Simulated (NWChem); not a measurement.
System: hydrogen peroxide (H₂O₂); SMILES OO

Here is an NWChem input.

```
start job
memory heap 200 mb stack 900 mb global 1100 mb
geometry units angstroms
  O      0.040794    -0.708066    -0.122099
  O     -0.040790     0.708067    -0.122096
  H     -0.758713    -0.939419     0.370136
  H      0.758709     0.939418     0.370134
end
basis spherical
  * library def2-svp
end
dft
  xc becke88 lyp
  iterations 150
end
driver
  maxiter 120
end
task dft optimize
task dft freq
```

Parts of the log:

```
             Northwest Computational Chemistry Package (NWChem) 7.3.0
             --------------------------------------------------------

 C2  symmetry detected

                             Geometry "geometry" -> ""
                             -------------------------

 Output coordinates in angstroms (scale by  1.889725989 to convert to a.u.)

  No.       Tag          Charge          X              Y              Z
 ---- ---------------- ---------- -------------- -------------- --------------
    1 O                    8.0000     0.06260444    -0.70647211    -0.05469250
    2 O                    8.0000    -0.06260444     0.70647211    -0.05469250
    3 H                    1.0000    -0.72938515    -0.96236521     0.43754000
    4 H                    1.0000     0.72938515     0.96236521     0.43754000

 Effective nuclear repulsion energy (a.u.)      37.3949740223

      Symmetry information
      --------------------

 Group name             C2
 Group number              4
 Group order               2
 No. of unique centers     2

                                Z-matrix (autoz)
                                --------

 Units are Angstrom for bonds and degrees for angles

      Type          Name      I     J     K     L     M      Value
      ----------- --------  ----- ----- ----- ----- ----- ----------
    1 Stretch                  1     2                       1.41848
    2 Stretch                  1     3                       0.96697
    3 Stretch                  2     4                       0.96697
    4 Bend                     1     2     4               101.02897
    5 Bend                     2     1     3               101.02897
    6 Torsion                  3     1     2     4         117.51952

                           NWChem Geometry Optimization
                           ----------------------------

 maximum gradient threshold         (gmax) =   0.000450
 rms gradient threshold             (grms) =   0.000300
 maximum cartesian step threshold   (xmax) =   0.001800
 rms cartesian step threshold       (xrms) =   0.001200
 fixed trust radius                (trust) =   0.300000
 source of zmatrix                         =   autoz

          -------------------
          Energy Minimization
          -------------------

 Using diagonal initial Hessian
 Scaling for Hessian diagonals: bonds = 1.00  angles = 0.25  torsions = 0.10

          --------
          Step   0

                                 NWChem DFT Module
                                 -----------------

 Summary of "ao basis" -> "ao basis" (spherical)
 ------------------------------------------------------------------------------
       Tag                 Description            Shells   Functions and Types
 ---------------- ------------------------------  ------  ---------------------
 O                          def2-svp                 6       14   3s2p1d
 H                          def2-svp                 3        5   2s1p

      Symmetry analysis of basis
      --------------------------

        a          19
        b          19

            General Information
            -------------------
          SCF calculation type: DFT
          Wavefunction type:  closed shell.
          No. of atoms     :     4
          No. of electrons :    18
           Alpha electrons :     9
            Beta electrons :     9
          Charge           :     0
          Spin multiplicity:     1
          Use of symmetry is: on ; symmetry adaption is: on
          Maximum number of iterations: 150
          AO basis - number of functions:    38
                     number of shells:    18
          Convergence on energy requested:  1.00D-06
          Convergence on density requested:  1.00D-05
          Convergence on gradient requested:  5.00D-04

              XC Information
              --------------
                    Becke 1988 Exchange Functional  1.000
              Lee-Yang-Parr Correlation Functional  1.000

             Grid Information
             ----------------
          Grid used for XC integration:  medium
          Radial quadrature: Mura-Knowles
          Angular quadrature: Lebedev.
          Tag              B.-S. Rad. Rad. Pts. Rad. Cut. Ang. Pts.
          ---              ---------- --------- --------- ---------
          O                   0.60       49           7.0       434
          H                   0.35       45           8.0       434
          Grid pruning is: on
          Number of quadrature shells:    94
          Spatial weights used:  Erf1

      Superposition of Atomic Density Guess
      -------------------------------------

 Sum of atomic energies:        -150.38086575

      Non-variational initial energy
      ------------------------------

 Total energy =    -150.628007
 1-e energy   =    -281.113227
 2-e energy   =      93.090246
 HOMO         =      -0.343201
 LUMO         =       0.035282

      Symmetry analysis of molecular orbitals - initial
      -------------------------------------------------

  Numbering of irreducible representations:

     1 a           2 b

  Orbital symmetries:

     1 a           2 b           3 a           4 b           5 a
     6 b           7 a           8 a           9 b          10 b
    11 a          12 b          13 a          14 b          15 b
    16 a          17 a          18 b          19 a

   convergence    iter        energy       DeltaE   RMS-Dens  Diis-err
 ---------------- ----- ----------------- --------- --------- ---------
 d= 0,ls=0.0,diis     1   -151.3678763863 -1.89D+02  1.45D-02  3.22D-01
 d= 0,ls=0.0,diis     2   -151.3954477175 -2.76D-02  3.76D-03  4.73D-02
 d= 0,ls=0.0,diis     3   -151.3998547773 -4.41D-03  9.18D-04  1.85D-03
 d= 0,ls=0.0,diis     4   -151.3999527298 -9.80D-05  3.97D-04  7.68D-04
 d= 0,ls=0.0,diis     5   -151.4000225667 -6.98D-05  5.89D-05  1.33D-05
  Resetting Diis
 d= 0,ls=0.0,diis     6   -151.4000239387 -1.37D-06  5.39D-06  7.62D-08
 d= 0,ls=0.0,diis     7   -151.4000239460 -7.24D-09  1.56D-06  1.52D-09

         Total DFT energy =     -151.400023945982
      One electron energy =     -282.535203882985
           Coulomb energy =      111.603421473400
    Exchange-Corr. energy =      -17.863215558738
 Nuclear repulsion energy =       37.394974022341

 Numeric. integr. density =       17.999999419738

                  Occupations of the irreducible representations
                  ----------------------------------------------

                     irrep           alpha         beta
                     --------     --------     --------
                     a                 5.0          5.0
                     b                 4.0          4.0

                       DFT Final Molecular Orbital Analysis
                       ------------------------------------

 Vector    7  Occ=2.000000D+00  E=-3.477382D-01  Symmetry=a
              MO Center=  1.1D-15, -3.1D-15, -1.7D-01, r^2= 1.2D+00
   Bfn.  Coefficient  Atom+Function         Bfn.  Coefficient  Atom+Function
  ----- ------------  ---------------      ----- ------------  ---------------
     6      0.334674  1 O  pz                20      0.334674  2 O  pz
     5      0.258256  1 O  py                19     -0.258256  2 O  py
     9      0.226722  1 O  pz                23      0.226722  2 O  pz
     3     -0.166142  1 O  s                 17     -0.166142  2 O  s
     8      0.159732  1 O  py                22     -0.159732  2 O  py

 Vector    8  Occ=2.000000D+00  E=-2.468972D-01  Symmetry=a
              MO Center= -1.1D-15,  1.8D-15,  3.6D-02, r^2= 1.2D+00
   Bfn.  Coefficient  Atom+Function         Bfn.  Coefficient  Atom+Function
  ----- ------------  ---------------      ----- ------------  ---------------
     4      0.406052  1 O  px                18     -0.406052  2 O  px
     7      0.260308  1 O  px                21     -0.260308  2 O  px
     6      0.190784  1 O  pz                20      0.190784  2 O  pz
    29     -0.169198  3 H  s                 34     -0.169198  4 H  s
     3      0.159985  1 O  s                 17      0.159985  2 O  s

 Vector    9  Occ=2.000000D+00  E=-1.989402D-01  Symmetry=b
              MO Center= -5.9D-17, -6.9D-16, -9.7D-02, r^2= 1.1D+00
   Bfn.  Coefficient  Atom+Function         Bfn.  Coefficient  Atom+Function
  ----- ------------  ---------------      ----- ------------  ---------------
     6      0.465039  1 O  pz                20     -0.465039  2 O  pz
     9      0.332208  1 O  pz                23     -0.332208  2 O  pz
     4      0.130315  1 O  px                18      0.130315  2 O  px
     7      0.119367  1 O  px                21      0.119367  2 O  px
    29      0.109103  3 H  s                 34     -0.109103  4 H  s

[...]

      ----------------------
      Optimization converged
      ----------------------

  Step       Energy      Delta E   Gmax     Grms     Xrms     Xmax
  ---- ---------------- -------- -------- -------- -------- --------
@    6    -151.40213252 -2.0D-06  0.00033  0.00019  0.00087  0.00112
                                     ok       ok       ok       ok

                                Z-matrix (autoz)
                                --------

 Units are Angstrom for bonds and degrees for angles

      Type          Name      I     J     K     L     M      Value     Gradient
      ----------- --------  ----- ----- ----- ----- ----- ---------- ----------
    1 Stretch                  1     2                       1.48142    0.00033
    2 Stretch                  1     3                       0.98233    0.00024
    3 Stretch                  2     4                       0.98233    0.00024
    4 Bend                     1     2     4                99.06103    0.00002
    5 Bend                     2     1     3                99.06103    0.00002
    6 Torsion                  3     1     2     4         122.60525   -0.00002

                         Geometry "geometry" -> "geometry"
                         ---------------------------------

 Output coordinates in angstroms (scale by  1.889725989 to convert to a.u.)

  No.       Tag          Charge          X              Y              Z
 ---- ---------------- ---------- -------------- -------------- --------------
    1 O                    8.0000     0.07780940    -0.73660953    -0.04148196
    2 O                    8.0000    -0.07780940     0.73660953    -0.04148196
    3 H                    1.0000    -0.75214601    -0.97984333     0.42432946
    4 H                    1.0000     0.75214601     0.97984333     0.42432946

 Effective nuclear repulsion energy (a.u.)      36.1461766436

      Symmetry information
      --------------------

 Group name             C2
 Group number              4
 Group order               2
 No. of unique centers     2

                Final and change from initial internal coordinates
                --------------------------------------------------

                                Z-matrix (autoz)
                                --------

 Units are Angstrom for bonds and degrees for angles

      Type          Name      I     J     K     L     M      Value       Change
      ----------- --------  ----- ----- ----- ----- ----- ---------- ----------
    1 Stretch                  1     2                       1.48142    0.06293
    2 Stretch                  1     3                       0.98233    0.01536
    3 Stretch                  2     4                       0.98233    0.01536
    4 Bend                     1     2     4                99.06103   -1.96794
    5 Bend                     2     1     3                99.06103   -1.96794
    6 Torsion                  3     1     2     4         122.60525    5.08573

 ==============================================================================
                                internuclear distances
 ------------------------------------------------------------------------------
       center one      |      center two      | atomic units |  angstroms
 ------------------------------------------------------------------------------
    3 H                |   1 O                |     1.85633  |     0.98233
    4 H                |   2 O                |     1.85633  |     0.98233
 ------------------------------------------------------------------------------
                         number of included internuclear distances:          2
 ==============================================================================

[second-derivative integrals and response iterations left out]

  Vibrational analysis via the FX method

  See chapter 2 in "Molecular Vibrations" by Wilson, Decius and Cross

  Vib: Default input used

 ---------------------------- Atom information ----------------------------
     atom    #        X              Y              Z            mass
 --------------------------------------------------------------------------
    O        1  1.4703845D-01 -1.3919902D+00 -7.8389533D-02  1.5994910D+01
    O        2 -1.4703845D-01  1.3919902D+00 -7.8389533D-02  1.5994910D+01
    H        3 -1.4213499D+00 -1.8516354D+00  8.0186640D-01  1.0078250D+00
    H        4  1.4213499D+00  1.8516354D+00  8.0186640D-01  1.0078250D+00
 --------------------------------------------------------------------------

[unprojected Hessian and modes left out]

[...]

 Rotational Constants
 --------------------
 A=   9.695793 cm-1  ( 13.949772 K)
 B=   0.855253 cm-1  (  1.230491 K)
 C=   0.817281 cm-1  (  1.175858 K)

 Temperature                      =   298.15K
 frequency scaling parameter      =   1.0000

 Zero-Point correction to Energy  =   15.691 kcal/mol  (  0.025005 au)
 Thermal correction to Energy     =   17.783 kcal/mol  (  0.028339 au)
 Thermal correction to Enthalpy   =   18.375 kcal/mol  (  0.029282 au)

 Total Entropy                    =   54.846 cal/mol-K
   - Translational                =   36.486 cal/mol-K (mol. weight =  34.0055)
   - Rotational                   =   16.731 cal/mol-K (symmetry #  =        2)
   - Vibrational                  =    1.629 cal/mol-K

 Cv (constant volume heat capacity) =    8.462 cal/mol-K
   - Translational                  =    2.979 cal/mol-K
   - Rotational                     =    2.979 cal/mol-K
   - Vibrational                    =    2.503 cal/mol-K

[normal modes left out]

 ----------------------------------------------------------------------------
 Normal Eigenvalue ||           Projected Infra Red Intensities
  Mode   [cm**-1]  || [atomic units] [(debye/angs)**2] [(KM/mol)] [arbitrary]
 ------ ---------- || -------------- ----------------- ---------- -----------
    1       -0.000 ||    0.056716           1.308        55.289      16.966
    2       -0.000 ||    0.000036           0.001         0.036       0.011
    3       -0.000 ||    0.006431           0.148         6.269       1.924
    4       -0.000 ||    0.006108           0.141         5.954       1.827
    5        0.000 ||    0.000000           0.000         0.000       0.000
    6        0.000 ||    0.000001           0.000         0.001       0.000
    7      299.554 ||    0.193796           4.471       188.922      57.971
    8      871.638 ||    0.001142           0.026         1.113       0.342
    9     1238.767 ||    0.097306           2.245        94.859      29.107
   10     1390.694 ||    0.000058           0.001         0.056       0.017
   11     3590.087 ||    0.034624           0.799        33.753      10.357
   12     3590.331 ||    0.004942           0.114         4.818       1.478
 ----------------------------------------------------------------------------
```

Level: BLYP/def2-SVP.
